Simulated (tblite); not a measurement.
Give a GFN2-xTB geometry of `C#C[C](C)N` [radical]. (Doublet state.)

```
atom  x, y, z in Å
C1     2.339   -0.782   -0.085
C2     1.201   -0.355   -0.046
C3    -0.067    0.153    0.032
C4    -1.192   -0.613    0.646
N5    -0.378    1.373   -0.567
H6     3.305   -1.183   -0.143
H7    -0.827   -1.547    1.063
H8    -1.959   -0.838   -0.099
H9    -1.666   -0.034    1.443
H10    0.415    1.969   -0.754
H11   -1.165    1.858   -0.161
```

Any rigid rotation of these coordinates is as good. Atoms count from 1 in this order. N5 (nitrogen bonded to C and 2 H) is pyramidal (angles 114.9°, 114.9° and 113.9°, sum 343.7°, 0.26 Å off the plane of its three neighbours). The 3 C–C bonds span 1.216 Å (C1≡C2, drawn triple) to 1.492 Å (C3–C4, drawn single), a spread of 0.276 Å. C3 (carbon bonded to 2 C and N) is planar (angles 122.1°, 120.4° and 117.3°, sum 359.8°, 0.04 Å off the plane of its three neighbours). The 5 heavy atoms lie in one plane (0.014 Å rms).

Bonds between heavy atoms (Å): C1≡C2 1.216, C2–C3 1.368, C3–C4 1.492, C3–N5 1.394.

Structure optimised with GFN2-xTB, isolated species. This method treats the open shell by occupation alone, without spin polarisation.

Its GFN2-xTB frequencies are all real (lowest 83 cm⁻¹).

All values are computed, not measured.
